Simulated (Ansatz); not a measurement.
# H4SSi2: the cost of one run

Program: Ansatz 0.2.0, driven from Python. Level of theory: B3LYP/cc-pVDZ. These are calculated values, not measurements.

## Step 1: Starting point

Bond lengths: Si1–Si2 2.200 Å, Si1–S3 2.052 Å, Si2–S3 2.149 Å, Si1–H4 1.450 Å, Si1–H5 1.516 Å, Si2–H6 1.489 Å, Si2–H7 1.513 Å. Angles: Si1–Si2–S3 56.3°, Si1–Si2–H6 120.9°, Si1–Si2–H7 120.5°, S3–Si2–H6 110.5°, S3–Si2–H7 110.1°, H6–Si2–H7 117.8°, Si2–Si1–S3 60.6°, Si2–Si1–H4 119.2°, Si2–Si1–H5 121.5°, S3–Si1–H4 110.5°, S3–Si1–H5 112.1°, H4–Si1–H5 117.0°, Si1–S3–Si2 63.1°.

No structure file is read: the coordinates are typed or built in the script.

## Step 2: The code

Contents of h4ssi2.py:

```python
"""Binding of a H4SSi2 dimer at a trial geometry."""

import ansatz as az

FIRST = [
    ("Si", (-0.8773, -0.1618, -0.6504)),
    ("Si", (0.7797, 0.4797, 0.6464)),
    ("S", (0.4305, -1.5635, 0.0812)),
    ("H", (-2.1951, -0.3472, -0.0747)),
    ("H", (-0.796, -0.0367, -2.1592)),
    ("H", (0.5802, 0.6573, 2.1108)),
    ("H", (2.0783, 0.972, 0.0456)),
]
SECOND = [
    ("Si", (1.3374, 2.7279, 3.7632)),
    ("Si", (-0.1653, 1.2897, 4.4789)),
    ("S", (-0.4183, 3.4214, 4.5674)),
    ("H", (2.4572, 3.0661, 4.62)),
    ("H", (1.4672, 3.0711, 2.2921)),
    ("H", (-0.0833, 0.7167, 5.8503)),
    ("H", (-1.1674, 0.6853, 3.5196)),
]

def energy(atoms, ghosts=()):
    molecule = az.Crystal.molecule()
    for symbol, xyz in atoms:
        molecule = molecule.atom(symbol, xyz)
    calc = (
        molecule.calculation()
        .basis(gaussian="cc-pVDZ")  # atom-centred Gaussian functions
        .functional("b3lyp")
    )
    deck = calc.input()
    if ghosts:
        deck = deck.set(az.key.basis.gaussian.ghost_atoms, [{"symbol": s, "position_ang": list(xyz)} for s, xyz in ghosts])
    return az.Session.from_dict(deck).plan().execute().report["free_energy_ev"]


def main() -> None:
    # ghost atoms carry the functions of the partner
    both = energy(FIRST + SECOND)
    alone = energy(FIRST) + energy(SECOND)
    ghosted = energy(FIRST, SECOND) + energy(SECOND, FIRST)
    print(f"dimer {both:.6f} eV")
    print(f"interaction, uncorrected   {96.485332 * (both - alone):8.3f} kJ/mol")
    print(f"interaction, counterpoise  {96.485332 * (both - ghosted):8.3f} kJ/mol")
    print(f"basis-set superposition    {96.485332 * (alone - ghosted):8.3f} kJ/mol")


if __name__ == "__main__":
    main()
```

## Step 3: What the engine is handed

The package turns the script's settings into the engine's input (first run):

```yaml
crystal:
  periodic: [false, false, false]
  atoms:
    - { symbol: Si, position_ang: [-0.8773, -0.1618, -0.6504] }
    - { symbol: Si, position_ang: [0.7797, 0.4797, 0.6464] }
    - { symbol: S, position_ang: [0.4305, -1.5635, 0.0812] }
    - { symbol: H, position_ang: [-2.1951, -0.3472, -0.0747] }
    - { symbol: H, position_ang: [-0.796, -0.0367, -2.1592] }
    - { symbol: H, position_ang: [0.5802, 0.6573, 2.1108] }
    - { symbol: H, position_ang: [2.0783, 0.972, 0.0456] }
    - { symbol: Si, position_ang: [1.3374, 2.7279, 3.7632] }
    - { symbol: Si, position_ang: [-0.1653, 1.2897, 4.4789] }
    - { symbol: S, position_ang: [-0.4183, 3.4214, 4.5674] }
    - { symbol: H, position_ang: [2.4572, 3.0661, 4.62] }
    - { symbol: H, position_ang: [1.4672, 3.0711, 2.2921] }
    - { symbol: H, position_ang: [-0.0833, 0.7167, 5.8503] }
    - { symbol: H, position_ang: [-1.1674, 0.6853, 3.5196] }
basis:
  gaussian:
    orbitals: cc-pVDZ
hamiltonian:
  xc: b3lyp
```

## Step 4: The run

The run is started by

```bash
$ python h4ssi2.py
```

**Question.** How long does this script take on 1 thread of Arm Neoverse V1, shared host, and how much memory does it need?

About 31 s, with a peak of 0.48 GiB.
